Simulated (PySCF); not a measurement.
**How the method moves the HOMO and LUMO of `CC(C)(C)C=S`**

C5H10S.
Cartesian coordinates in Å at the PBE0-D3(BJ)/def2-SVP level; atoms count from 1:
```xyz
16
C5H10S angstrom
C      0.0313   -1.5022    0.1553
C      0.0406    0.0292    0.0221
C     -0.8109    0.4390   -1.1912
C      1.4665    0.5403   -0.1350
C     -0.6476    0.5824    1.2437
S     -0.0699    1.6308    2.3277
H      0.6220   -1.8270    1.0252
H     -0.9923   -1.8924    0.2697
H      0.4684   -1.9596   -0.7461
H     -0.8352    1.5334   -1.3045
H     -0.3843    0.0077   -2.1103
H     -1.8479    0.0797   -1.0988
H      2.0857    0.2590    0.7294
H      1.4882    1.6375   -0.2067
H      1.9211    0.1188   -1.0446
H     -1.6751    0.1939    1.3666
```

Basis pcSseg-1 throughout (PySCF), one geometry. Geometry: PBE0-D3(BJ)/def2-SVP; no solvent, vibrations or thermal averaging.

Question: How do the orbital energies, the gap and the dipole change with the method?

Answer: 
```csv
method,kind,HOMO (eV),LUMO (eV),gap (eV),μ (D),SCF cycles
BLYP,GGA,-4.97,-2.78,2.19,2.41,14
B97-D,GGA,-5.11,-2.86,2.25,2.52,14
OPBE,GGA,-5.12,-2.89,2.23,2.59,15
PBE,GGA,-5.14,-2.96,2.18,2.48,14
KT3,GGA,-5.22,-2.91,2.30,2.47,14
KT2,GGA,-5.24,-2.95,2.28,2.48,14
BP86,GGA,-5.25,-3.06,2.19,2.52,14
LDA,LDA,-5.27,-3.16,2.11,2.48,14
B3LYP,global hybrid,-6.13,-2.21,3.92,2.49,14
B97-2,global hybrid,-6.14,-2.09,4.06,2.59,13
PBE0,global hybrid,-6.39,-2.04,4.35,2.58,14
mPW1PW91,global hybrid,-6.42,-2.05,4.37,2.59,14
BHandHLYP,global hybrid,-7.48,-0.91,6.56,2.61,12
CAM-B3LYP,range-separated hybrid,-7.71,-0.84,6.87,2.50,13
wB97X-D,range-separated hybrid,-8.28,-0.27,8.01,2.64,14
LC-wPBE,range-separated hybrid,-9.14,0.22,9.36,2.60,14
HF,Hartree–Fock,-9.18,1.81,10.99,2.92,11
```

The HOMO spans 4.22 eV, from BLYP down to HF, and the gap runs from 2.11 eV (LDA) to 10.99 eV (HF). Over the methods BLYP (0 %), B97-D (0 %), OPBE (0 %), PBE (0 %), KT3 (0 %), KT2 (0 %), BP86 (0 %), LDA (0 %), B3LYP (20 %), B97-2 (21 %), PBE0 (25 %), mPW1PW91 (25 %), BHandHLYP (50 %), HF (100 %), a straight line through the gap against the share of exact exchange rises by 0.88 eV for each 10 % (correlation coefficient 1.000). The dipole ranges from 2.41 D (BLYP) to 2.92 D (HF). This basis has no diffuse functions.
